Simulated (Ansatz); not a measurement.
This geometry of ClH3Si + H3N (9 atoms, charge 0, multiplicity 1) is a first-order saddle point.

Method: RKS PBE-D4/def2-SVP (Ansatz).

```xyz
9
Properties=species:S:1:pos:R:3
Si -0.300 0.071 -0.106
Cl 0.211 0.685 2.479
H 0.732 -0.975 0.147
H 0.030 1.512 -0.299
H -0.932 -0.342 -1.433
N -1.882 -0.226 0.926
H -2.257 -1.184 0.855
H -2.639 0.438 0.703
H -1.414 0.021 1.902
```

Q: Which two structures does it join? (They come from a converged band through this point; their orientation in space is the band's.)

A: Bonds broken: Si1–Cl2, N6–H9. Bonds formed: Si1–N6, Cl2–H9. ClH3Si + H3N becomes ClH + H5NSi.

First end point:

```xyz
9
Properties=species:S:1:pos:R:3
Si 0.237 0.021 0.016
Cl 0.552 0.240 2.086
H 1.656 0.053 -0.509
H -0.452 1.193 -0.614
H -0.304 -1.322 -0.368
N -2.280 -0.044 0.994
H -3.082 -0.204 0.368
H -2.463 0.840 1.488
H -2.315 -0.777 1.715
```

Last end point:

```xyz
9
Properties=species:S:1:pos:R:3
Si -0.451 -0.022 -0.410
Cl -0.201 0.528 3.262
H 0.611 -0.980 0.035
H 0.009 1.402 -0.345
H -0.845 -0.345 -1.830
N -1.796 -0.172 0.753
H -2.190 -1.114 0.864
H -2.570 0.492 0.628
H -1.017 0.210 2.219
```

Q: How far does it lie above each of them?

A: 13.7 kcal/mol above the first and 6.9 kcal/mol above the second. This is the barrier of this one path; another mechanism may lie lower. The orbitals stay closed-shell, which can raise the energy where a bond breaks towards radicals; this wasn't checked here.

The run took 5.3 min on 2 threads of AMD EPYC 7571, with other jobs on the host, peak memory 0.14 GiB.
